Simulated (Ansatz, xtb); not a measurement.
## A geometry optimisation of CFO with r2SCAN-D4/def2-SVP

The starting geometry of this gas-phase doublet has its atoms placed at random.

```yaml
atoms:
  - { symbol: C, position_ang: [-1.0164, -0.2303, 0.1707] }
  - { symbol: F, position_ang: [0.2787, -1.1887, 0.0737] }
  - { symbol: O, position_ang: [-0.5179, 1.5018, 0.2952] }
```

Task: One run relaxed it with r2SCAN-D4/def2-SVP. What is a likely outcome?

Result: It ends as `O=[C]F`. Contacts that close: C1–F2 (1.61 → 1.32 Å), C1–O3 (1.81 → 1.17 Å).

The energy falls by 6.12 eV over 6 steps:

```tsv
step	E − E(last) (eV)
1	6.116
2	3.599
3	1.178
4	0.251
5	0.002
6	0.000
```

Final geometry (Å):

```yaml
atoms:
  - { symbol: C, position_ang: [-0.7832, -0.0353, 0.1815] }
  - { symbol: F, position_ang: [0.1189, -1.0009, 0.0911] }
  - { symbol: O, position_ang: [-0.5913, 1.1190, 0.2670] }
```

From the same start GFN2-xTB reaches the same bonding as this run.

From so rough a start the end depends on the optimiser's path, so another program may land elsewhere. No frequencies were run, so the end isn't proven a minimum. Open shells are spin-unrestricted. Run with Ansatz 0.2.0, 21 s on 1 thread of Arm Neoverse V1, on a shared host.
